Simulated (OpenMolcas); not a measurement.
# BClF (SMILES F[B]Cl): a chain of runs

Aim: the energy (UHF/STO-3G), then a single-point energy (CASSCF(3,3)/STO-3G), then the energy (CASPT2(3,3)/STO-3G), then the energy (SC-NEVPT2(3,3)/STO-3G), then the energy (MRCI(3,3)/STO-3G) of BClF. 

The calculation is run with OpenMolcas 26.06.

2 further runs of the same task are left out: 1 for a known fault of the program, 1 set aside as unsound or not needed.

## Step 1: The system as given

The species is BClF (3 atoms), meant as a doublet with charge 0. As SMILES, `F[B]Cl`. The B2–Cl3 distance was set to 3.396 Å, away from the relaxed value. At this shape a bond of the SMILES string is far longer than usual.

Bond lengths: F1–B2 1.321 Å.

## Step 2: A single-point energy at UHF/STO-3G (run 1)

File coord.xyz:

```xyz
3

F      0.269487     2.742337     0.435209
B     -0.647633     1.985027    -0.138591
Cl    -0.134740    -1.371190    -0.217610
```

File step1.input:

```
* BClF Hartree-Fock

&GATEWAY
  BasLib=$CurrDir
  Coord=coord.xyz
  Basis=STO-3G
  Group=NoSym

&SEWARD

&SCF
  UHF
  Spin=2
  Scramble=0.25
  PrOrbitals=1 1
```

The basis set STO-3G is read from a file made from the Basis Set Exchange's data (not shown).

Launch:

```
$ export MOLCAS_MEM=1860
$ pymolcas step1.input > step1.log
```

The log of the run, cut to the lines that bear on the results:

```text
--- Start Module: gateway ---
[...]
--- Stop Module: gateway /rc=_RC_ALL_IS_WELL_ ---
--- Start Module: seward ---
[...]
      Basis functions           19
--- Stop Module: seward /rc=_RC_ALL_IS_WELL_ ---
--- Start Module: scf ---
[...]
       Convergence after  44 Iterations
[...]
::    Total SCF energy                               -576.8937714057
[...]
      Total spin, S                                     0.5210735541
[...]
      Total electronic charge=   31.000000
      Total            charge=   -0.000000
[...]
      Dipole Moment (debye):
      Origin of the operator (angstrom)=   -0.1035    0.4002   -0.0133
                   X=  5.4080E-01               Y=  6.4731E-01               Z=  3.5963E-01           Total=  9.1696E-01
      Quadrupole Moment (debye*angstrom):
[...]
--- Stop Module: scf /rc=_RC_ALL_IS_WELL_ ---
[...]
```

Run time: 2.4 s. Hardware: 1 thread of Intel Xeon Platinum 8488C (Sapphire Rapids), shared host; peak memory 0.37 GiB.

## Step 3: The energy at CASSCF(3,3)/STO-3G (run 2)

coord.xyz is that of step 2.

File step2.input:

```
>>> EXPORT MOLCAS_PRINT=2
&gateway
baslib = $CurrDir
coord = coord.xyz
basis = STO-3G
group = NoSym
&seward
&rasscf
fileorb = $CurrDir/step1.UnaOrb
spin = 2
nactel = 3 0 0
inactive = 14
ras2 = 3
orblisting = Nothing
orbappear = Compact
```

The basis set STO-3G is read from a file made from the Basis Set Exchange's data (not shown).

Launch:

```
$ export MOLCAS_MEM=1860
$ pymolcas step2.input > step2.log
```

The log of the run, cut to the lines that bear on the results:

```text
--- Start Module: gateway ---
[...]
--- Stop Module: gateway /rc=_RC_ALL_IS_WELL_ ---
--- Start Module: seward ---
[...]
      Basis functions           19
--- Stop Module: seward /rc=_RC_ALL_IS_WELL_ ---
--- Start Module: rasscf ---
[...]
      Number of active orbitals                  3
[...]
      Spin quantum number                      0.5
[...]
      Active orbitals                            3
[...]
      Number of CSFs                             8
[...]
      Number of root(s) required                 1
[...]
      Convergence after 21 iterations
[...]
      printout of CI-coefficients larger than  0.05 for root  1
      energy=    -576.909784
      conf/sym  111     Coeff  Weight
             1  2u0   0.98520 0.97062
             8  0u2   0.16913 0.02861
      Natural orbitals and occupation numbers for root  1
      sym 1:   1.941854   0.999873   0.058274
      ************************************************************************************************************************
      *                                                    Final results                                                     *
[...]
::    RASSCF root number  1 Total energy:   -576.90978430
[...]
      Total electronic charge=   31.000000
      Total            charge=   -0.000000
[...]
      Dipole Moment (debye):
      Origin of the operator (angstrom)=   -0.1035    0.4002   -0.0133
                   X=  4.5841E-01               Y=  5.2274E-01               Z=  3.0206E-01           Total=  7.5805E-01
      Quadrupole Moment (debye*angstrom):
[...]
--- Stop Module: rasscf /rc=_RC_ALL_IS_WELL_ ---
[...]
```

Wall time 2.1 s (1 thread of Intel Xeon Platinum 8488C (Sapphire Rapids), shared host); peak memory 0.37 GiB.

## Step 4: The energy at CASPT2(3,3)/STO-3G (run 3)

coord.xyz is that of step 3.

File step3.inp:

```
>>> EXPORT MOLCAS_PRINT=2

&GATEWAY
  BASLIB
  $CurrDir
  COORD
  coord.xyz
  BASIS
  STO-3G
  GROUP
  NoSym

&SEWARD

&RASSCF
  FILEORB
  $CurrDir/step2.RasOrb
  SPIN
  2
  NACTEL
  3 0 0
  INACTIVE
  14
  RAS2
  3
  ORBLISTING
  Nothing
  ORBAPPEAR
  Compact

&CASPT2
  IMAGINARY
  0.1
  FROZEN
  7
```

The basis set STO-3G is read from a file made from the Basis Set Exchange's data (not shown).

Launch:

```
$ export MOLCAS_MEM=1860
$ pymolcas step3.inp > step3.log
```

The log of the run, cut to the lines that bear on the results:

```text
--- Start Module: gateway ---
[...]
--- Stop Module: gateway /rc=_RC_ALL_IS_WELL_ ---
[...]
      Basis functions           19
[...]
--- Start Module: rasscf ---
[...]
      Number of active orbitals                  3
[...]
      Spin quantum number                      0.5
[...]
      Active orbitals                            3
[...]
      Number of CSFs                             8
[...]
      Number of root(s) required                 1
[...]
      Convergence after  4 iterations
[...]
      printout of CI-coefficients larger than  0.05 for root  1
      energy=    -576.909784
      conf/sym  111     Coeff  Weight
             1  2u0   0.98520 0.97062
             8  0u2   0.16913 0.02861
      Natural orbitals and occupation numbers for root  1
      sym 1:   1.941854   0.999873   0.058274
      ************************************************************************************************************************
      *                                                    Final results                                                     *
[...]
::    RASSCF root number  1 Total energy:   -576.90978430
[...]
      Total electronic charge=   31.000000
      Total            charge=   -0.000000
[...]
      Dipole Moment (debye):
      Origin of the operator (angstrom)=   -0.1035    0.4002   -0.0133
                   X=  4.5841E-01               Y=  5.2273E-01               Z=  3.0206E-01           Total=  7.5805E-01
      Quadrupole Moment (debye*angstrom):
[...]
--- Stop Module: rasscf /rc=_RC_ALL_IS_WELL_ ---
--- Start Module: caspt2 ---
[...]
 ###    WARNING: User changed nr of frozen orbitals.                         ###
 ###############################################################################
[...]
      E2 (Variational):          -0.0543013540
      Total energy:            -576.9640856547
[...]
      Reference weight:           0.97334
[...]
::    CASPT2 Root  1     Total energy:   -576.96408565
[...]
--- Stop Module: caspt2 /rc=_RC_ALL_IS_WELL_ ---
[...]
```

Wall time 1.8 s (1 thread of Intel Xeon Platinum 8488C (Sapphire Rapids), shared host); peak memory 0.37 GiB.

## Step 5: A single-point energy at SC-NEVPT2(3,3)/STO-3G (run 4)

coord.xyz is that of step 4.

File step4.inp:

```
* BClF NEVPT2
&gateway
baslib=$CurrDir
coord=coord.xyz
basis=STO-3G
group=NoSym
&seward
&rasscf
fileorb=$CurrDir/step2.RasOrb
spin=2
nactel=3 0 0
inactive=14
ras2=3
orblisting=Nothing
orbappear=Compact
&caspt2
sc-nevpt2
frozen=7
```

The basis set STO-3G is read from a file made from the Basis Set Exchange's data (not shown).

Launch:

```
$ export MOLCAS_MEM=1860
$ pymolcas step4.inp > step4.log
```

The log of the run, cut to the lines that bear on the results:

```text
--- Start Module: gateway ---
[...]
--- Stop Module: gateway /rc=_RC_ALL_IS_WELL_ ---
[...]
      Basis functions           19
[...]
--- Start Module: rasscf ---
[...]
      Number of active orbitals                  3
[...]
      Spin quantum number                      0.5
[...]
      Active orbitals                            3
[...]
      Number of CSFs                             8
[...]
      Number of root(s) required                 1
[...]
      Convergence after  4 iterations
[...]
      printout of CI-coefficients larger than  0.05 for root  1
      energy=    -576.909784
      conf/sym  111     Coeff  Weight
             1  2u0   0.98520 0.97062
             8  0u2   0.16913 0.02861
      Natural orbitals and occupation numbers for root  1
      sym 1:   1.941854   0.999873   0.058274
      ************************************************************************************************************************
      *                                                    Final results                                                     *
[...]
::    RASSCF root number  1 Total energy:   -576.90978430
[...]
      Total electronic charge=   31.000000
      Total            charge=   -0.000000
[...]
      Dipole Moment (debye):
      Origin of the operator (angstrom)=   -0.1035    0.4002   -0.0133
                   X=  4.5841E-01               Y=  5.2273E-01               Z=  3.0206E-01           Total=  7.5805E-01
      Quadrupole Moment (debye*angstrom):
[...]
--- Stop Module: rasscf /rc=_RC_ALL_IS_WELL_ ---
--- Start Module: caspt2 ---
[...]
 ###    WARNING: User changed nr of frozen orbitals.                         ###
 ###############################################################################
[...]
      E2 (Variational):          -0.0507142600
[...]
      E2 (Variational):          -0.0507029580
      Total energy:            -576.9604872587
[...]
      Reference weight:           0.97696
[...]
::    SC-NEVPT2 Root  1     Total energy:   -576.96048726
[...]
--- Stop Module: caspt2 /rc=_RC_ALL_IS_WELL_ ---
[...]
```

Wall time 1.8 s (1 thread of Intel Xeon Platinum 8488C (Sapphire Rapids), shared host); peak memory 0.37 GiB.

## Step 6: A single-point energy at MRCI(3,3)/STO-3G (run 5)

coord.xyz is that of step 5.

File step5.input:

```
&GATEWAY
  BASLIB = $CurrDir
  COORD = coord.xyz
  BASIS = STO-3G
  GROUP = NoSym

&SEWARD

&RASSCF
  FILEORB = $CurrDir/step2.RasOrb
  SPIN = 2
  NACTEL = 3 0 0
  INACTIVE = 14
  RAS2 = 3
  ORBLISTING = Nothing
  ORBAPPEAR = Compact

&MOTRA
  LUMORB
  FROZEN = 7

&GUGA
  ELECTRONS = 17
  SPIN = 2
  INACTIVE = 7
  ACTIVE = 3
  CIALL = 1

&MRCI
  SDCI
```

The basis set STO-3G is read from a file made from the Basis Set Exchange's data (not shown).

Launch:

```
$ export MOLCAS_MEM=1860
$ pymolcas step5.input > step5.log
```

The log of the run, cut to the lines that bear on the results:

```text
--- Start Module: gateway ---
[...]
--- Stop Module: gateway /rc=_RC_ALL_IS_WELL_ ---
[...]
      Basis functions           19
[...]
      Number of active orbitals                  3
[...]
      Spin quantum number                      0.5
[...]
      Active orbitals                            3
[...]
      Number of CSFs                             8
[...]
      Number of root(s) required                 1
[...]
      Convergence after  4 iterations
[...]
      printout of CI-coefficients larger than  0.05 for root  1
      energy=    -576.909784
      conf/sym  111     Coeff  Weight
             1  2u0   0.98520 0.97062
             8  0u2   0.16913 0.02861
      Natural orbitals and occupation numbers for root  1
      sym 1:   1.941854   0.999873   0.058274
      ************************************************************************************************************************
      *                                                    Final results                                                     *
[...]
::    RASSCF root number  1 Total energy:   -576.90978430
[...]
      Dipole Moment (debye):
      Origin of the operator (angstrom)=   -0.1035    0.4002   -0.0133
                   X=  4.5841E-01               Y=  5.2273E-01               Z=  3.0206E-01           Total=  7.5805E-01
      Quadrupole Moment (debye*angstrom):
[...]
      *** WARNING: Default frozen orbitals is overwritten by user input.
      *** Default values:   7
[...]
--- Start Module: guga ---
[...]
--- Stop Module: guga /rc=_RC_ALL_IS_WELL_ ---
--- Start Module: mrci ---
[...]
       (But an ACPF correction will be computed)
       USE THE DEFAULT ACPF G-VALUE GFAC=  0.11764705882352941
[...]
                      CI ENERGY:  -576.97546288
[...]
                ACPF CORRECTION:    -0.00349974
[...]
      Total electronic charge=   31.000000
      Total            charge=   -0.000000
[...]
     ACPF CORRECTION:     -0.00349974
[...]
  CI State   1     Total energy:   -576.97546288     QDav:     -0.00399476     QACPF:     -0.00349974
[...]
--- Stop Module: mrci /rc=_RC_ALL_IS_WELL_ ---
[...]
```

Run time: 2.1 s. Hardware: 1 thread of Intel Xeon Platinum 8488C (Sapphire Rapids), shared host; peak memory 0.37 GiB.

## Step 7: Results

| quantity | value |
| --- | --- |
| run 1, UHF/STO-3G: total energy | -576.89377 Eh |
| run 1, UHF/STO-3G: dipole moment | 0.92 D |
| run 1, UHF/STO-3G: HOMO energy (highest over α and β) | -7.92 eV |
| run 1, UHF/STO-3G: LUMO energy (lowest over α and β) | 1.81 eV |
| run 1, UHF/STO-3G: ⟨S²⟩ | 0.793 |
| run 2, CASSCF(3,3)/STO-3G: total energy | -576.90978 Eh |
| run 2, CASSCF(3,3)/STO-3G: dipole moment (CASSCF density) | 0.76 D |
| run 3, CASPT2(3,3)/STO-3G: total energy | -576.96409 Eh |
| run 3, CASPT2(3,3)/STO-3G: dipole moment (CASSCF density) | 0.76 D |
| run 4, SC-NEVPT2(3,3)/STO-3G: total energy | -576.96049 Eh |
| run 4, SC-NEVPT2(3,3)/STO-3G: dipole moment (CASSCF density) | 0.76 D |
| run 5, MRCI(3,3)/STO-3G: total energy | -576.97546 Eh |
| run 5, MRCI(3,3)/STO-3G: dipole moment (CASSCF density) | 0.76 D |

Mulliken charges (run 4, SC-NEVPT2(3,3)/STO-3G) of the CASSCF density run from -0.19 on F1 to +0.20 on B2; they depend strongly on the basis. Mulliken charges (run 5, MRCI(3,3)/STO-3G) of the CASSCF density run from -0.19 on F1 to +0.20 on B2; they depend strongly on the basis.
